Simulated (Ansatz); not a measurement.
**B₂O (quintet): wave-function methods side by side, cc-pVTZ**

An exercise on one series of results from a longer session: the logs are not shown, and one member is left open.

The runs use Ansatz 0.2.0, Gaussian basis; cc-pVTZ, core rule «outside noble gas», up to 3 orbitals frozen.

Plan: UHF; CCSD(T) on ROHF; CCSD(T) on UHF; BCCD(T) on ROHF; CCSDT(Q) on ROHF; CCSDT(Q) on UHF; CASSCF and NEVPT2, 12 electrons in 12 orbitals.

9 further runs of the same task are left out: 3 for a known fault of the program, 6 set aside as unsound or not needed.

## The system

The geometry is a PBE0/def2-TZVP stationary point (not a proven minimum) of the parent state, kept for this charge and spin.

3 atoms, charge 0, spin multiplicity 5.

Atoms are counted from 1 here; the program's logs count them from 0.

Bond lengths: B1–B2 1.619 Å, B2–O3 1.208 Å. Angles: B1–B2–O3 180.0°.

Set-up of the first run:

Contents of in.yaml:

```yaml
crystal:
  periodic: [false, false, false]
  atoms:
    - {symbol: B, position_ang: [0.000000, 0.000000, 1.482400]}
    - {symbol: B, position_ang: [0.000000, 0.000000, -0.137000]}
    - {symbol: O, position_ang: [0.000000, 0.000000, -1.345400]}
basis:
  gaussian: {orbitals: cc-pVTZ}
magnetization: {spin_polarized: true, initial_magnetization: 4}
hamiltonian: {xc: hf}
output: {orbitals: {seedname: orbitals}}
```

The run is started by

```bash
> ansatz run in.yaml --threads 1 --pin off --events-out ev --progress --plain --max-ram 4096MiB --backend cpu
```

Among the steps run: UHF; CCSD(T) on ROHF; CCSD(T) on UHF; BCCD(T) on ROHF; CCSDT(Q) on ROHF; CCSDT(Q) on UHF; CASSCF and NEVPT2, 12 electrons in 12 orbitals.

One table of the session follows, with a row left open; its other results are not shown here.

| method | from UCCSDT(Q) (meV) |
| --- | --- |
| ROHF | +9228.8 |
| UHF | +9074.7 |
| RMP2 | +1121.7 |
| UMP2 | +1142.8 |
| RCCSD | +380.9 |
| UCCSD | +377.2 |
| RCCSD(T) | +53.2 |
| UCCSD(T) | +52.5 |
| BCCD(T) | +52.5 |
| RCCSDT | ? |
| UCCSDT | +14.9 |
| RCCSDT(Q) | +2.7 |
| UCCSDT(Q) | 0 |
| CASSCF valence | +6901.5 |
| NEVPT2 valence | +1366.7 |

**Question.** Estimate the row for RCCSDT.

**Answer.** from UCCSDT(Q) (meV): +16.6. In the column «from UCCSDT(Q) (meV)» it lies between UCCSDT (+14.9) and UCCSD(T) (+52.5).

Caveats from the session: Restricted and unrestricted rows rest on different reference determinants; where their highest levels disagree by more than a few hundredths of an eV, they describe different states and don't form one ladder.
